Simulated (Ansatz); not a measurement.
A made-up structure of SiH3SO (charge +1), closed shell:

```
6
angstrom
O -0.7280 -0.5269 0.0750
Si 0.2811 0.4283 0.1243
S 1.0222 -1.0918 0.7607
H -0.8668 -0.7287 -0.8317
H 0.6432 0.8835 -1.3289
H -0.3518 1.0356 1.2006
```

It is relaxed with PBE-D4/def2-SVP and then PBE0-D4/def2-TZVP (Ansatz 0.2.0). Atoms count as bonded within 1.22 times the sum of their covalent radii (H–H: 0.88 Å). The end point is not checked to be a true minimum.

**Question.** Does its bonding change? (Judge from chemistry; the calculation decides.)

**Answer.** Computed: No: no bond forms or breaks.

Where it ends: The first stage lowers the energy by 5.80 eV in 8 steps. It ends as SiH₃SO ([OH]1[SiH2][S]1), total charge +1:
```
6
angstrom
O -0.7406 -0.8040 0.0019
Si 0.3107 0.6353 0.1663
S 0.8837 -1.3138 0.6385
H -0.9108 -1.1853 -0.8794
H 0.6680 1.1658 -1.1561
H -0.2110 1.5021 1.2287
```

Labels in which every atom is bracketed show which atoms are joined, not bond orders.

For scale, one of the runs: PBE0-D4/def2-TZVP relaxation, 123 basis functions, launched by `ansatz run in.yaml --threads 2 --pin off --events-out ev --progress --plain --max-ram 4352MiB`. The run took about 17 s on 2 CPU threads of an Arm Neoverse V1 (shared host).
